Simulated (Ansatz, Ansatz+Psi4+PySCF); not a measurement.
```xyz
2

Li    0.0000    0.0000    1.4115
Li    0.0000    0.0000   -1.4115
```

Basis set: cc-pCVTZ (spherical functions). All electrons are correlated. Charge 0, multiplicity 1.

Computed with Ansatz (development build ahead of 0.2.0); each method stands on the lowest determinant of its kind that the runs found. Restricted open shells among the atoms or ions are ROHF, correlated in semicanonical orbitals with singles.

The atomization energy at this shape (free ground-state atoms in the same class of orbitals less the molecule, no zero-point energy) of singlet Li2:

```json
{"method": "RHF-CCSD(T)", "atomization energy": "1.03 eV"}
{"method": "RHF-MP2", "atomization energy": "0.76 eV"}
```

What does RHF give?

0.17 eV.
